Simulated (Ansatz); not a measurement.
LiAl2⁻. The state is a singlet with charge -1. Geometry PBE0-D4/def2-TZVPD.

```tsv
atom	x (Å)	y (Å)	z (Å)
Li1	-0.648	-1.293	-0.725
Al2	-0.182	0.315	1.406
Al3	0.831	0.978	-0.681
```

LC-ωPBE has ω = 0.4 bohr⁻¹. At HF/def2-TZVPD, PBE-D4/def2-TZVPD, PBE0-D4/def2-TZVPD the restricted singlet is unstable: a solution with broken spin symmetry lies lower. The restricted singlet is unstable towards broken spin symmetry at other levels; at PBE-D4/def2-SVPD, LC-ωPBE/def2-TZVPD this wasn't settled. At PBE-D4/def2-SVPD, PBE-D4/def2-TZVPD, PBE0-D4/def2-TZVPD the highest occupied level of the charge -1 singlet lies above zero (up to 0.88 eV). The electron is either unbound and held by the finite basis, or the level is raised by self-interaction error. At PBE-D4/def2-SVPD, PBE-D4/def2-TZVPD an occupied level of the charge -1 singlet lies above an empty one (by up to 0.06 eV), so this SCF solution is probably not the lowest. The geometry of the singlet was relaxed on an unsound state (restricted singlet, unstable towards broken spin symmetry). At PBE0-D4/def2-TZVPD a triplet of charge -1 lies 0.45 eV below the restricted singlet, each at its own geometry. The structure comes from a short search, and lower isomers may exist.

Task: Estimate the orbital energies around the gap (eV) in Ansatz with HF/def2-TZVPD, PBE-D4/def2-SVPD, PBE-D4/def2-TZVPD, PBE0-D4/def2-TZVPD, LC-ωPBE/def2-TZVPD.

Result: 
```
orbital  HF/def2-TZVPD  PBE-D4/def2-SVPD  PBE-D4/def2-TZVPD  PBE0-D4/def2-TZVPD  LC-ωPBE/def2-TZVPD
HOMO−13       -1586.45          -1502.24           -1502.12            -1523.27            -1508.34
HOMO−12        -128.31           -102.26            -102.26             -109.02             -108.34
HOMO−11        -128.30           -102.26            -102.25             -109.02             -108.34
HOMO−10         -82.36            -64.42             -64.30              -69.06              -70.12
 HOMO−9         -82.33            -64.38             -64.26              -69.02              -70.08
 HOMO−8         -82.31            -64.30             -64.19              -68.96              -69.97
 HOMO−7         -82.31            -64.29             -64.19              -68.96              -69.97
 HOMO−6         -82.31            -64.27             -64.18              -68.95              -69.96
 HOMO−5         -82.30            -64.27             -64.17              -68.94              -69.95
 HOMO−4         -62.71            -46.38             -46.59              -50.67              -52.37
 HOMO−3          -9.11             -4.60              -4.65               -5.90               -8.92
 HOMO−2          -4.13             -1.72              -1.79               -2.47               -4.34
 HOMO−1          -1.53              0.31               0.25               -0.30               -1.97
   HOMO          -0.88              0.88               0.83                0.29               -1.36
   LUMO           2.99              0.82               0.79                1.39                2.78
 LUMO+1           3.48              1.65               1.57                1.99                3.29
 LUMO+2           3.67              2.01               1.96                2.44                3.51
 LUMO+3           4.50              2.97               2.73                3.11                4.12
 LUMO+4           4.64              2.97               2.79                3.18                4.37
 LUMO+5           4.99              3.28               2.82                3.37                4.66
```
